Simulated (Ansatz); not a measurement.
**SiNH5 (Si(NH2)H3) at 6 levels**

Wanted: a comparison of 6 runs (BLYP/STO-3G, wB97M-V/STO-3G, CCSDTQ/STO-3G, CCSD/STO-3G, CCSD(T)/STO-3G, UCCSD(T)/STO-3G) of SiNH5 (Si(NH2)H3). 

The results are computed with Ansatz 0.2.0.

49 further runs of the same task are left out: 49 set aside as unsound or not needed.

### 1 The system as given

The species is SiNH5 (7 atoms), meant as a singlet with charge 0. SMILES: `[H][Si]([H])([H])N`. The H5–Si1 distance was set to 3.651 Å, away from the relaxed value. At this shape a bond of the SMILES string is far longer than usual.

Bond lengths: Si1–N2 1.723 Å, N2–H3 1.007 Å, N2–H4 1.007 Å, Si1–H6 1.461 Å, Si1–H7 1.472 Å. Angles: Si1–N2–H3 118.6°, Si1–N2–H4 118.6°, N2–Si1–H6 105.1°, N2–Si1–H7 115.3°, H3–N2–H4 109.5°, H6–Si1–H7 109.1°.

### 2 The energy at BLYP/STO-3G (run 1)

run.yaml reads:

```yaml
crystal:
  periodic: [false, false, false]
  atoms:
    - {symbol: Si, position_ang: [-2.083390, 0.020830, -0.004152]}
    - {symbol: "N", position_ang: [-1.992040, 0.197140, 1.707398]}
    - {symbol: H, position_ang: [-1.375020, -0.409740, 2.222628]}
    - {symbol: H, position_ang: [-2.846360, 0.325850, 2.224688]}
    - {symbol: H, position_ang: [1.387750, -0.009920, -1.135540]}
    - {symbol: H, position_ang: [-2.830620, 1.187800, -0.467262]}
    - {symbol: H, position_ang: [-2.756520, -1.201260, -0.474732]}
basis:
  gaussian:
    orbitals: STO-3G
hamiltonian:
  xc: {name: BLYP}
accuracy: high
```

Run with:

```bash
ansatz run run.yaml --threads 1 --pin off --max-ram 2610MiB --events-out events.jsonl --progress --plain --runs-dir runs
```

The log of the run:

```text
Warning: RAYON_NUM_THREADS=1 ignored (pool sized by the plan → 1); use --threads N
Functional definition: BLYP
  name "BLYP"
  parameter beta = 0.0042
  parameter a = 0.04918
  parameter b = 0.132
  parameter c = 0.2533
  parameter d = 0.349
  exchange = b88_x(beta = beta)
  correlation = lyp_c(a = a, b = b, c = c, d = d)
331 factors; integrals over basis functions are off by at most 8.3e-9 eV
mean field evaluation 1: about -9318.1489 eV, gradient 3.0e1 eV
mean field evaluation 2: about -9308.7497 eV, gradient 4.7e1 eV
mean field evaluation 4: about -9320.3277 eV, gradient 1.7e1 eV
mean field evaluation 8: about -9321.0739 eV, gradient 1.4e1 eV
mean field evaluation 16: about -9328.8601 eV, gradient 1.3e-5 eV
mean field -9328.86013595 eV, -342.8292866677 hartree, gradient 1.1e-8 eV, S^2 0.000000; 0 other end points of the search recorded, 0 dependent functions left out
reference -9328.86018081 eV, -342.8292883164 hartree; 13, 13 occupied and 6, 6 virtual orbitals, 331 factors
Total energy: -9328.86018081 eV, -342.8292883164 hartree
```

It took 1.2 s on 1 thread of Arm Neoverse V2, shared host; peak memory 0.098 GiB.

### 3 The energy at wB97M-V/STO-3G (run 2)

job.yaml reads:

```yaml
crystal:
  periodic: [false, false, false]
  atoms:
    - symbol: Si
      position_ang: [-2.083390, 0.020830, -0.004152]
    - symbol: N
      position_ang: [-1.992040, 0.197140, 1.707398]
    - symbol: H
      position_ang: [-1.375020, -0.409740, 2.222628]
    - symbol: H
      position_ang: [-2.846360, 0.325850, 2.224688]
    - symbol: H
      position_ang: [1.387750, -0.009920, -1.135540]
    - symbol: H
      position_ang: [-2.830620, 1.187800, -0.467262]
    - symbol: H
      position_ang: [-2.756520, -1.201260, -0.474732]
basis:
  gaussian: {orbitals: STO-3G}
hamiltonian: {xc: {name: wB97M-V}}
accuracy: high
```

Run with:

```bash
ansatz run job.yaml --threads 1 --pin off --max-ram 2610MiB --events-out events.jsonl --progress --plain --runs-dir runs
```

The log of the run, shortened:

```text
Warning: RAYON_NUM_THREADS=1 ignored (pool sized by the plan → 1); use --threads N
Functional definition: wB97M-V
  name "wB97M-V"
[...]
  gx(w, u) = 1 - cx + cx01*u + cx10*w
  gss(w, u) = css00 + css04*u^4 + css10*w + css20*w^2 + css43*w^4*u^3
  gos(w, u) = cos00 + cos10*w + (cos20 + cos21*u)*w^2 + (cos60 + cos61*u)*w^6
[...]
      + integral(e_c_pw_mod_opposite_spin*gos(b97_w_opposite, b97_u_opposite)) + vv10(b, c)
331 factors; integrals over basis functions are off by at most 8.3e-9 eV
153 factors; integrals over basis functions are off by at most 1.3e-9 eV
[...]
mean field -9329.37853218 eV, -342.8483373779 hartree, gradient 6.2e-8 eV, S^2 0.000000; 0 other end points of the search recorded, 0 dependent functions left out
reference -9329.37853533 eV, -342.8483374935 hartree; 13, 13 occupied and 6, 6 virtual orbitals, 331 factors
Total energy: -9329.37853533 eV, -342.8483374935 hartree
```

Run time: 17 s. Hardware: 1 thread of Arm Neoverse V2, shared host; peak memory 0.29 GiB.

Runs 3 to 4 aren't shown in full; the table further down has their settings and results.

### 4 The energy at CCSD(T)/STO-3G (run 5)

molecule.yaml reads:

```yaml
crystal:
  periodic: [false, false, false]
  atoms:
    - {symbol: Si, position_ang: [-2.083390, 0.020830, -0.004152]}
    - {symbol: "N", position_ang: [-1.992040, 0.197140, 1.707398]}
    - {symbol: H, position_ang: [-1.375020, -0.409740, 2.222628]}
    - {symbol: H, position_ang: [-2.846360, 0.325850, 2.224688]}
    - {symbol: H, position_ang: [1.387750, -0.009920, -1.135540]}
    - {symbol: H, position_ang: [-2.830620, 1.187800, -0.467262]}
    - {symbol: H, position_ang: [-2.756520, -1.201260, -0.474732]}
basis:
  gaussian: {orbitals: STO-3G}
scf: {omitted_lower_state_checks: [cluster_reference, increment]}
accuracy: high
correlation: {method: ccsd_t, frozen_orbitals: {H: 0, "N": 1, Si: 5}}
```

Run with:

```bash
ansatz run molecule.yaml --threads 1 --pin off --max-ram 2610MiB --events-out events.jsonl --progress --plain --runs-dir runs
```

The log of the run, shortened:

```text
Warning: RAYON_NUM_THREADS=1 ignored (pool sized by the plan → 1); use --threads N
Functional definition: HF
  name "HF"
[...]
331 factors; integrals over basis functions are off by at most 8.3e-9 eV
[...]
mean field -9302.92301758 eV, -341.8761151483 hartree, gradient 1.4e-8 eV, S^2 0.000000; 1 other end points of the search recorded, 0 dependent functions left out; unrestricted orbitals would lower it
6 core orbitals not correlated: weight in the atoms' cores, before any rotation towards them, 1.000 or more for the frozen orbitals, at most 0.000 for the correlated occupied ones
reference -9302.92301758 eV, -341.8761151483 hartree; 7, 7 occupied and 6, 6 virtual orbitals, 331 factors
second order -5.86962166 eV of doubles, -0.00000000 eV of singles
cycle   1  -4.18444523 eV  change    -1.6e0 eV  update   1.6e-1
[...]
cycle  29  -8.06139052 eV  change  -2.5e-10 eV  update  3.5e-10
perturbative correction -0.27440653 eV, -0.0100842540 hartree
WARN: these amplitudes may be one of several solutions (largest doubles amplitude 0.89, level shift 12.95 eV)
Total energy: -9311.25881462 eV, -342.1824500395 hartree
Checks for a lower state left out: cluster_reference, increment
```

It took 0.14 s on 1 thread of Arm Neoverse V2, shared host.

### 5 A single-point energy at UCCSD(T)/STO-3G (run 6)

Changes to run.yaml since step 2:

```diff
@@ -4,3 +4,3 @@
     - {symbol: Si, position_ang: [-2.083390, 0.020830, -0.004152]}
-    - {symbol: "N", position_ang: [-1.992040, 0.197140, 1.707398]}
+    - {symbol: N, position_ang: [-1.992040, 0.197140, 1.707398]}
     - {symbol: H, position_ang: [-1.375020, -0.409740, 2.222628]}
@@ -13,4 +13,9 @@
     orbitals: STO-3G
-hamiltonian:
-  xc: {name: BLYP}
+magnetization:
+  spin_polarized: true
+correlation:
+  method: ccsd_t
+  frozen_orbitals: {H: 0, "N": 1, Si: 5}
 accuracy: high
+scf:
+  omitted_lower_state_checks: [cluster_reference, increment]
```

Run with:

```bash
ansatz run run.yaml --threads 1 --pin off --max-ram 2610MiB --events-out events.jsonl --progress --plain --runs-dir runs
```

The log of the run, shortened:

```text
Warning: RAYON_NUM_THREADS=1 ignored (pool sized by the plan → 1); use --threads N
Functional definition: HF
  name "HF"
[...]
331 factors; integrals over basis functions are off by at most 8.3e-9 eV
[...]
mean field -9308.40671255 eV, -342.0776372217 hartree, gradient 1.9e-8 eV, S^2 0.998931; 6 other end points of the search recorded, 0 dependent functions left out
6 core orbitals not correlated: weight in the atoms' cores, before any rotation towards them, 1.000 or more for the frozen orbitals, at most 0.000 for the correlated occupied ones
reference -9308.40671255 eV, -342.0776372217 hartree; 7, 7 occupied and 6, 6 virtual orbitals, 331 factors
second order -1.99425661 eV of doubles, -0.00000000 eV of singles
cycle   1  -2.46973905 eV  change   -4.8e-1 eV  update   5.7e-2
[...]
cycle  26  -2.72774042 eV  change   3.5e-10 eV  update  6.1e-10
perturbative correction -0.02849246 eV, -0.0010470785 hartree
Total energy: -9311.16294544 eV, -342.1789269118 hartree
Checks for a lower state left out: cluster_reference, increment
```

It took 0.28 s on 1 thread of Arm Neoverse V2, shared host.

### 6 All runs side by side

```csv
run,level,frozen core orbitals,energy (Eh),wall time
1,BLYP/STO-3G,–,-342.829288,1.2 s
2,wB97M-V/STO-3G,–,-342.848337,17 s
3,CCSDTQ/STO-3G,6,-342.179846,5.1 s
4,CCSD/STO-3G,6,-342.172366,0.14 s
5,CCSD(T)/STO-3G,6,-342.182450,0.14 s
6,UCCSD(T)/STO-3G,6,-342.178927,0.28 s
```

### 7 What came out

| quantity | value |
| --- | --- |
| run 6: total energy | -342.17893 Eh |
| run 6: correlation energy (6 core orbitals frozen) | -101.3 mEh |
| run 6: (T) correction | -1.05 mEh |
| run 6: ⟨S²⟩ of the reference determinant | 0.999 |
| run 6: T1 diagnostic | 0.010 |

In words: Totals of different functionals can't be ranked against each other. In runs 4, 5 the T1 diagnostic is large, so a single reference may not serve. In runs 3, 4, 5 the log says that unrestricted orbitals would lower the reference, so the values rest on an unstable closed-shell determinant (other closed-shell runs at this shape may share the fault). In runs 1, 2, 3, 4, 5, 6 the basis is minimal, so the values are rough. In runs 1, 2, 4, 5 a closed-shell determinant meets a far-stretched bond, which it describes badly. Spin contamination of the reference: run 6 ⟨S²⟩ = 1.00. Where it is this large, the reference is a mixture of spin states, and values that rest on it are in doubt. All runs together took 24 s, the longest 17 s.
